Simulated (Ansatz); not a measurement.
A nudged elastic band was laid between two geometries of H7NSi2 (10 atoms, charge 0, multiplicity 1).

Level of theory: Ansatz, RHF/def2-SVP.

```
movable images  : 3
climbing image  : no
spring          : 5.0 eV/Å²
optimiser       : quadratic models (default)
start path      : through a guess of the saddle point
force threshold : 0.05 eV/Å
iteration limit : 60
end points      : relaxed
```

First end point:

```xyz
10
Properties=species:S:1:pos:R:3
Si 0.286 0.027 -0.104
Si 1.008 0.062 2.151
H -0.132 -0.151 3.077
H 2.018 -1.001 2.385
H 1.628 1.375 2.469
H 1.497 0.019 -0.973
N -0.794 1.355 -0.365
H -1.361 1.396 -1.189
H -0.562 2.275 -0.046
H -0.449 -1.228 -0.396
```

Last end point:

```xyz
10
Properties=species:S:1:pos:R:3
Si -0.419 0.504 -1.951
Si 1.527 -0.014 2.241
H 0.120 -0.382 2.521
H 2.379 -0.452 3.371
H 1.634 1.457 2.092
H 1.979 -0.676 0.997
N -0.827 1.278 -0.482
H -1.491 0.952 0.194
H -0.432 2.161 -0.222
H -1.330 -0.697 -1.753
```

Q: Which bonds break or form, and what moves?

A: Bonds broken: Si1–Si2, Si1–H6. Bonds formed: Si2–H6. H7NSi2 becomes H3NSi + H4Si.

Q: Give the energies along the band, and the barrier.

A: The run converged. The highest image is number 2 of 0 to 4, 128.3 kJ/mol above the first end and 4.2 kJ/mol above the last; the last end lies 124.0 kJ/mol above the first. Neighbouring images differ by up to 1.3 eV, so the band resolves the path poorly. No image climbed, so the highest image needn't sit at the top of the path. A band with more images between the same ends climbed to 2.90 eV, so this one has probably stepped over the top. So few images can step over the top or miss a turn of the path. The orbitals stay closed-shell, which can raise the energy where a bond breaks towards radicals; this wasn't checked here.

```tsv
image	path coordinate (Å)	energy (kJ/mol)	Si1–Si2 (Å)	Si1–H6 (Å)	Si2–H6 (Å)
0	0.00	0.0	2.37	1.49	3.16
1	4.07	3.9	2.38	1.49	3.15
2	8.15	128.3	4.13	3.30	1.48
3	12.22	127.1	5.14	3.91	1.48
4	16.28	124.0	4.65	3.98	1.48
```

Q: What is the geometry of the highest image?

A: 
```xyz
10
Properties=species:S:1:pos:R:3
Si -1.107 -0.362 -0.794
Si 1.461 -0.011 2.422
H 1.971 -1.379 2.178
H 2.028 0.922 1.420
H 1.845 0.430 3.783
H -0.017 -0.011 2.307
N -0.422 1.114 -1.309
H -0.769 2.033 -1.110
H 0.409 1.142 -1.868
H -2.261 0.252 -0.020
```

Run time: 100 s on 1 thread of AMD EPYC 9R45 96-Core Processor (Zen 5), on a shared host, peak memory 0.17 GiB.
